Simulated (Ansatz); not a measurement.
# SiClF: vertical ionisation energy

How much energy removes an electron from SiClF at fixed geometry? The cation is run at each level and the neutral's energy taken from earlier runs.

Computed with Ansatz 0.2.0, Gaussian basis. Level: unrestricted cation, the program's frozen cores in correlated methods.

Plan: UKS PBE-D4/def2-TZVPP; UKS r2SCAN-D4/def2-TZVPP; UKS PBE0-D4/def2-TZVPP; UKS B3LYP-D4/def2-TZVPP; UKS wB97X-V/def2-TZVPP; UKS wB97M-V/def2-TZVPP; UKS B2PLYP/def2-TZVPP; UHF-CCSD(T)/def2-TZVPP; UHF-CCSD(T)/def2-QZVPP; extrapolation to the limit; then −ε(HOMO) from the neutral's earlier runs with LDA (SPW92), PBE-D4, revPBE-D4, BLYP-D4, r2SCAN-D4, B97M-V, PBE0-D4, B3LYP-D4, r2SCANh-D4, r2SCAN0-D4, HSE06-D4, BHLYP-D4, CAM-B3LYP-D4, LC-ωPBE, ωB97X-V, ωB97M-V.

## 1. Structure used throughout

All runs share one geometry, relaxed beforehand with PBE0-D4 in a triple-zeta def2 set.

3 atoms, charge 0, spin multiplicity 1.

Atoms are counted from 1 here; the program's logs count them from 0.

Bond lengths: F1–Si2 1.603 Å, Si2–Cl3 2.080 Å. Angles: F1–Si2–Cl3 100.6°.

## 2. Cation, UKS PBE-D4/def2-TZVPP

in.yaml reads:

```yaml
crystal:
  periodic: [false, false, false]
  atoms:
    - {symbol: F, position_ang: [0.627695, -1.227554, 0.202238]}
    - {symbol: Si, position_ang: [-0.607876, -0.382270, -0.371096]}
    - {symbol: Cl, position_ang: [-0.030820, 1.545023, 0.155558]}
basis:
  gaussian: {orbitals: def2-TZVPP}
total_charge: 1
magnetization: {spin_polarized: true, initial_magnetization: 1}
hamiltonian: {xc: pbe, dispersion: d4}
```

Run with:

```console
ansatz run in.yaml --threads 2 --pin off --events-out ev --progress --plain --max-ram 22528MiB --backend cpu
```

After this run come: Cation, UKS r2SCAN-D4/def2-TZVPP; Cation, UKS PBE0-D4/def2-TZVPP; Cation, UKS B3LYP-D4/def2-TZVPP; Cation, UKS wB97X-V/def2-TZVPP; Cation, UKS wB97M-V/def2-TZVPP; Cation, UKS B2PLYP (frozen core)/def2-TZVPP; Cation, UHF-CCSD(T)/def2-TZVPP; Cation, UHF-CCSD(T)/def2-QZVPP.

**Question.** What will the summary of the whole plan be? Wanted: ionisation energy, CCSD(T)/CBS; nearest functional by difference; nearest −ε(HOMO); −ε(HOMO) of PBE; T1 of the cation.

As calculated:

```
                        quantity               value
  ionisation energy, CCSD(T)/CBS            10.61 eV
nearest functional by difference  ωB97M-V (-0.13 eV)
                nearest −ε(HOMO)  LC-ωPBE (-0.03 eV)
                 −ε(HOMO) of PBE             6.83 eV
                T1 of the cation               0.021
```

In words: Energy differences with functionals land within 0.40 eV of the reference. The PBE orbital energy is 3.8 eV too small: a semilocal HOMO is no ionisation energy. Among orbital estimates LC-ωPBE comes nearest. Hartree-Fock falls 1.01 eV short, as the neutral has more correlation energy than the cation.
